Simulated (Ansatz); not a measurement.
**CHAlN+ (triplet): the correlation ladder, def2-QZVPP**

One table from this session's results is given with a row withheld; the runs are named, their logs left out.

Method: def2-QZVPP, core rule «outside noble gas», up to 7 orbitals frozen; program: Ansatz 0.2.0, Gaussian basis.

The runs, in order: UHF; ROHF; CCSD(T) on UHF.

2 further runs of the same task are left out: 2 set aside as unsound or not needed.

**The geometry**

The geometry is a PBE0/def2-TZVP stationary point (not a proven minimum) of the parent state, kept for this charge and spin.

4 atoms, charge 1, spin multiplicity 3.

Atoms are counted from 1 here; the program's logs count them from 0.

Bond lengths: Al1–C2 2.001 Å, C2–N3 1.208 Å, N3–H4 1.022 Å. Angles: Al1–C2–N3 172.8°, C2–N3–H4 124.4°.

Set-up of the first run:

in.yaml

```yaml
crystal:
  periodic: [false, false, false]
  atoms:
    - {symbol: Al, position_ang: [-0.000010, -0.130819, 2.269156]}
    - {symbol: C, position_ang: [0.000100, -0.117705, 0.267760]}
    - {symbol: N, position_ang: [-0.000031, -0.260415, -0.931731]}
    - {symbol: H, position_ang: [-0.000059, 0.508939, -1.605185]}
basis:
  gaussian: {orbitals: "def2-QZVPP.json"}
total_charge: 1
magnetization: {spin_polarized: true, initial_magnetization: 2}
hamiltonian: {xc: hf}
output: {orbitals: {seedname: orbitals}}
```

Command:

```sh
$ ansatz run in.yaml --threads 1 --pin off --events-out ev --progress --plain --max-ram 2393MiB
```

Among the steps run: UHF; ROHF; CCSD(T) on UHF.

One of the session's tables, all rows but one given; the rest of the session is left out.

```
  method  from UCCSD(T) (meV)
    ROHF                    ?
     UHF             +11322.0
    UMP2               +893.3
   UCCSD               +616.6
UCCSD(T)                    0
```

Estimate the missing values for ROHF.

The run gave: from UCCSD(T) (meV): +11366.5. In the column «from UCCSD(T) (meV)» it is the highest.
